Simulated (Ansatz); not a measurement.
Born–Oppenheimer molecular dynamics of Al2FH2 (5 atoms, charge 0, multiplicity 2). It starts at the highest image of a converged band, a first-order saddle point between two minima.

Computed with UKS PBE0/def2-SVP in Ansatz 0.2.0.

```
ensemble                      : NVE (velocity Verlet)
time step                     : 0.5 fs
steps asked                   : 200
starting velocities drawn for : 300 K
seed                          : 8866
```

First frame:

```xyz
5
Properties=species:S:1:pos:R:3
F 0.459 -1.362 2.245
Al -0.013 -0.492 0.907
Al -0.550 -0.092 -1.398
H -0.940 1.364 -1.942
H 1.044 0.583 0.188
```

(1) How far do the bonds stretch over the last three quarters of this one trajectory? (Pairs bonded in most of those frames.)

Answers

(1) 
| bond | mean (Å) | spread (Å) | shortest | longest |
| --- | --- | --- | --- | --- |
| F1–Al2 | 1.687 | 0.055 | 1.60 | 1.77 |
| Al2–Al3 | 2.577 | 0.144 | 2.38 | 2.80 |
| Al2–H5 | 1.620 | 0.027 | 1.57 | 1.67 |
| Al3–H4 | 1.611 | 0.019 | 1.58 | 1.64 |

Mean temperature of the second half: 722 K. The conserved energy stayed within 0.031 meV per atom of its start (net change 0.0084 meV per atom), so the integration is sound. The system heated up, since it started high on the potential surface and ran downhill. A run of 0.1 ps of so small a system gives no equilibrium averages.

Time of the run: 6.6 min on 1 thread of Arm Neoverse V2, on a shared host, peak memory 0.13 GiB.
